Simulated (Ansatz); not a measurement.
**CH4FSi radical: how energies converge with the basis set**

How large a basis does CH4FSi radical need? Two functionals are run in growing sets.

Method: one geometry, several basis sets; program: Ansatz 0.2.0, Gaussian basis.

Levels to be run: PBE0-D4/def2-SVP; ωB97M-V/def2-SVP; PBE0-D4/def2-QZVPP; ωB97M-V/def2-QZVPP; the functionals' def2-TZVPP values are taken from earlier runs.

## (1) The relaxed structure

An earlier PBE0-D4 in a triple-zeta def2 set relaxation fixed the geometry.

SMILES `[CH2][SiH2]F`, 7 atoms, charge 0, spin multiplicity 2.

Atoms are counted from 1 here; the program's logs count them from 0.

Bond lengths: C1–Si2 1.828 Å, C1–H4 1.085 Å, C1–H5 1.086 Å, Si2–F3 1.601 Å, Si2–H6 1.486 Å, Si2–H7 1.486 Å. Angles: Si2–C1–H4 122.6°, Si2–C1–H5 122.3°, H4–C1–H5 115.1°, C1–Si2–F3 109.0°, C1–Si2–H6 111.6°, C1–Si2–H7 111.7°, F3–Si2–H6 107.7°, F3–Si2–H7 107.6°, H6–Si2–H7 109.0°.

## (2) PBE0-D4 in def2-SVP

File in.yaml:

```yaml
crystal:
  periodic: [false, false, false]
  atoms:
    - {symbol: C, position_ang: [-0.871855, 0.281091, -0.615850]}
    - {symbol: Si, position_ang: [0.588583, -0.157269, 0.392460]}
    - {symbol: F, position_ang: [0.652611, -1.749494, 0.550518]}
    - {symbol: H, position_ang: [-1.536047, -0.465999, -1.038520]}
    - {symbol: H, position_ang: [-1.135955, 1.310670, -0.837917]}
    - {symbol: H, position_ang: [0.509888, 0.430550, 1.755286]}
    - {symbol: H, position_ang: [1.853975, 0.282452, -0.251678]}
basis:
  gaussian: {orbitals: def2-SVP}
magnetization: {spin_polarized: true, initial_magnetization: 1}
hamiltonian: {xc: pbe0, dispersion: d4}
output: {orbitals: {seedname: orbitals}}
```

The runs that follow: ωB97M-V in def2-SVP; PBE0-D4 in def2-QZVPP; ωB97M-V in def2-QZVPP.

Before running them: what should the planned runs give, taken together? Wanted: PBE0-D4: double and triple zeta above quadruple; ωB97M-V: double and triple zeta above quadruple.

The runs gave:

| quantity | value |
| --- | --- |
| PBE0-D4: double and triple zeta above quadruple | 8.13, 0.50 eV |
| ωB97M-V: double and triple zeta above quadruple | 8.27, 0.46 eV |

In words: PBE0-D4 gains 7.64 eV from double to triple zeta, then 0.50 eV more. These are total energies; as a rule much of such shifts cancels in differences, which this series doesn't test.
